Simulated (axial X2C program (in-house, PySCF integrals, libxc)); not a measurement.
Worked dissociation energy of CH: CCSD, scalar-relativistic

Computed with an in-house relativistic program for diatomic molecules. Spin-free means the one-electron spin-free X2C Hamiltonian. Basis: C dyall-v3z [7s6p2d1f], H dyall-v3z [6s2p1d] (cores contracted in-house); Gaussian nuclei, density fitting, unrestricted open shells. Masses: C 12.000 u, H 1.008 u.

Molecular state: M_S = 1/2, Λ = 1 (beyond evenly filled blocks: π+α).

Correlated methods: 5 electrons correlated (number of frozen shells: C 1 s; H none), 105 virtual spin orbitals or spinors in MP2, 65 natural virtuals in coupled cluster.

- E(C) (2M_S = 2, M_L = 0): -37.797327 hartree
- E(H) (2M_S = 1, M_L = 0): -0.500004 hartree
- E(CH) at Re: -38.426424 hartree
- ωe: 2861.4 cm⁻¹
- ωexe: 62.7 cm⁻¹

**Question.** Work out De and D0.

**Answer.** De = -37.797327 + (-0.500004) − (-38.426424) = 0.12909 hartree = 3.513 eV. The zero-point energy is ωe/2 − ωexe/4 = 1415 cm⁻¹ = 0.175 eV, so D0 = 3.337 eV.

Occupations by symmetry block were frozen at the best pattern of an incomplete PBE0 search. Dissociation energies refer to the lowest single-determinant-based atoms at the same level and basis. CCSD ran in a truncated set of natural virtual spinors with an MP2 remainder; without triples it tends to underbind. PBE0 can misorder states that lie within some tenths of an eV, so this need not be the ground state of the molecule. The nearest other spin-free determinant of the search, M_S = 3/2, Λ = 0, lies 0.47 eV up at the distance of the search.

Each atomic determinant is the lowest at this level and need not be a pure term. Totals compare only within one Hamiltonian and basis.
